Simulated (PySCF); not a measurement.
Compound: HC≡CCH2F, C3H3F.
Geometry (PBE0-D3(BJ)/def2-SVP, Å), atoms numbered from 1 in this order:
```xyz
7
C3H3F angstrom
C      1.6063   -0.1971   -0.5130
C      0.4899   -0.0768   -0.0628
C     -0.8520    0.0544    0.4940
F     -1.5846    1.0134   -0.1522
H      2.5980   -0.3028   -0.9142
H     -0.7847    0.3185    1.5640
H     -1.3811   -0.9116    0.4153
```

Jobs on this species (7 atoms, 30 electrons) with PySCF (density fitting). Hardware of each: Arm Neoverse N1, one thread, on a shared host. Times come from a shared host and carry two figures at best. Peak memory is the resident size of the whole Python process, interpreter and libraries included.

```tsv
level and settings	work	basis functions	SCF cycles	wall time	peak memory
delta-SCF UKS SCAN, pcX-2 on the ionised atom, pcseg-1 elsewhere, spin-free X2C	ΔSCF core ionisation, 4 holes	102	?	?	?
PBE0-D3(BJ)/def2-SVP, grid level 1	geometry optimisation from an MMFF94s start shaken at random	71	?	?	?
B3LYP/pcJ-1	spin–spin couplings from 7 perturbed nuclei	138	14	14 s	0.52 GiB
PBE0/def2-SVPD	10 singlets by full TDDFT, 4 Tamm–Dancoff triplets, polarisability, ΔSCF ions, density and orbital grids written	107	14	22 s	0.46 GiB
KT2/pcSseg-2	shieldings	186	16	21 s	0.55 GiB
PBE0/pcSseg-1	shieldings, charges and field gradients, density and orbital grids written	83	14	7.8 s	0.38 GiB
```

**Question.** Fill in the missing figures.

**Answer.** 
- delta-SCF UKS SCAN, pcX-2 on the ionised atom, pcseg-1 elsewhere, spin-free X2C; ΔSCF core ionisation, 4 holes: 16 s, 0.33 GiB, 74 SCF cycles
- PBE0-D3(BJ)/def2-SVP, grid level 1; geometry optimisation from an MMFF94s start shaken at random: 15 s, 0.29 GiB, 55 SCF cycles

**Question.** What do all jobs in the table cost together?

**Answer.** About 96 s; the longest takes about 23 % of that, and about 2.8 times as long as the shortest.
